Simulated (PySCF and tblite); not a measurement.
Values are calculated unless marked as measured or tabulated.
System: C4H7N, numbered as in [H]/[N:5]=[CH:4]/[C:2](=[CH2:1])[CH3:3].

Level: BP86/pcSseg-1 + D3(BJ) on GFN2-xTB stationary points, with GFN2-xTB thermal terms. Rates follow Eyring's equation with the number of equivalent paths and no tunnelling. (PySCF 2.14 with density fitting, tblite 0.8.)

Task: Estimate the barrier and the room-temperature rate of the rotation about the C2–C4 bond (torsion C1–C2–C4–N5 from 180° to 360°, rising).

Result: The electronic barrier is 8.9 kcal/mol and ΔG‡(298 K) 8.9 kcal/mol, over a C1 saddle with an imaginary mode of 118i cm⁻¹ (GFN2-xTB). With 2 equivalent paths, k is 3.5×10⁶ s⁻¹, a mean lifetime of the start of 290 ns against this motion. The end lies 3.9 kcal/mol above the start in free energy.
